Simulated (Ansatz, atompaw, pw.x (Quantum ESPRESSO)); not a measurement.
osmium (Os): does the PAW (atompaw) potential hold in the solid?

```
Element                 : osmium
Generator               : atompaw 4.2.0.5
Type                    : PAW
Functional              : LDA (PW92)
Relativity              : scalar-relativistic
Frozen core             : [Xe] 4f14
Valence charge          : 8
Reference configuration : 5d6 6s2 6p0
Partial waves           : 6s (bound): rc 3.00 bohr; 6s channel at 3.6 Ry: rc 2.60 bohr; 6p (bound, empty): rc 3.00 bohr; 6p channel at 1.9 Ry: rc 3.00 bohr; 5d (bound): rc 3.00 bohr; 5d channel at 0.75 Ry: rc 2.10 bohr
Local potential         : bessel scheme, radius 2.75 bohr
Core correction         : smooth core density matched at 1.75 bohr
Augmentation charge     : besselshape compensation charge, radius 2.65 bohr; PAW radius 3.00 bohr; waves and projectors: custom polynom vanderbiltortho
```

Atomic tests: cutoffs needed: 10 Ry and 18 Ry (the cutoffs (Ry, on a coarse ladder) from which the occupation-weighted sum of valence levels, in a spherical-Bessel basis at the reference potential, stays within 10 and 1 mRy of its value at 400 Ry); ghost test: no extra level below or beside the all-electron valence levels (s, p, d, f tested) (spherical-Bessel basis up to 400 Ry, 20 bohr box); lowest eigenvalue of the overlap operator: 0.23 (s channel).

Crystal test: diamond Os in pw.x 7.5, no spin, 8³ k-points, Fermi–Dirac smearing 0.01 Ry, cutoffs 40/400 Ry. The reference is all-electron LAPW (Ansatz 0.2.0) with the same functional, mesh and smearing; V0 and B0 come from Birch–Murnaghan fits to the pressures at five volumes. Errors are pseudo minus all-electron; Δ is the rms difference of the E(V) curves that follow from these fits, minima aligned, over ±6 % about the mean V0. Mesh and smearing are coarse, so the numbers serve the comparison and aren't converged zero-temperature values; the lattice is a test structure that the element need not adopt.

All-electron: a0 = 5.473 Å (V0 = 20.50 Å³/atom), B0 = 231.9 GPa.

Question: How far does the potential miss the all-electron equation of state?

Answer: mean pressure error (GPa): +16.91. The pressure does not cross zero within the volumes sampled, so no fit is given. The largest radius (3.00 bohr) exceeds half the bond length (2.24 bohr), so the spheres overlap, which is one possible source of error among others. This is a poor potential for the solid.

```json
{"V (Å³/atom)": "19.476", "P all-electron (GPa)": "13.32", "P pseudo (GPa)": "34.32"}
{"V (Å³/atom)": "19.988", "P all-electron (GPa)": "6.18", "P pseudo (GPa)": "24.89"}
{"V (Å³/atom)": "20.501", "P all-electron (GPa)": "-0.04", "P pseudo (GPa)": "16.63"}
{"V (Å³/atom)": "21.014", "P all-electron (GPa)": "-5.45", "P pseudo (GPa)": "9.41"}
{"V (Å³/atom)": "21.526", "P all-electron (GPa)": "-10.16", "P pseudo (GPa)": "3.11"}
```

Question: At the middle volume, how do free energy and pressure move when the wave cutoff is lowered (ecutrho held at 400 Ry)?

Answer:

| cutoff (Ry) | shift of F (meV/atom) | shift of P (GPa) |
| --- | --- | --- |
| 18 | +63.6 | -2.78 |
| 24 | +15.1 | +0.06 |
| 32 | +1.9 | -0.13 |

The run at the middle volume (29 k-points, 10 iterations) took about 11 s on one core of a shared host (AMD EPYC 9R45 96-Core Processor, 96 threads, 376 GiB, load 67).
